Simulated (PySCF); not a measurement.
Ionisation energy of F by level of theory

F [He] 2s2 2p5 (2P) → F+ [He] 2s2 2p4 (3P), as a difference of total energies. All numbers are calculated (PySCF 2.14, the non-relativistic Hamiltonian (point nucleus), in aug-cc-pwCVDZ). Correlated levels: valence: 1s2 frozen; valence and next inner shell: nothing frozen. The calculations carry no spin-orbit coupling.

```json
{"method": "UHF", "ionisation energy (eV)": "15.760"}
{"method": "LDA", "ionisation energy (eV)": "18.013"}
{"method": "PBE", "ionisation energy (eV)": "17.704"}
{"method": "PBE0", "ionisation energy (eV)": "17.513"}
{"method": "r2SCAN", "ionisation energy (eV)": "17.627"}
{"method": "revPBE", "ionisation energy (eV)": "17.593"}
{"method": "M06-L", "ionisation energy (eV)": "17.608"}
{"method": "MN15", "ionisation energy (eV)": "17.645"}
{"method": "PBEsol", "ionisation energy (eV)": "17.641"}
{"method": "MP2 (valence)", "ionisation energy (eV)": "17.175"}
{"method": "SCS-MP2 (valence)", "ionisation energy (eV)": "17.128"}
{"method": "MP2 (valence and next inner shell)", "ionisation energy (eV)": "17.187"}
{"method": "SCS-MP2 (valence and next inner shell)", "ionisation energy (eV)": "17.134"}
```

Errors of the correlated levels include the incompleteness of this basis and the frozen core.

Task: Which method comes closest to the reference value, and which is furthest?

Result: The reference is 17.427 eV (measured; NIST levels, between the centres of gravity of the two terms). Closest: PBE0 (error 0.086 eV); furthest: UHF (error -1.667 eV).
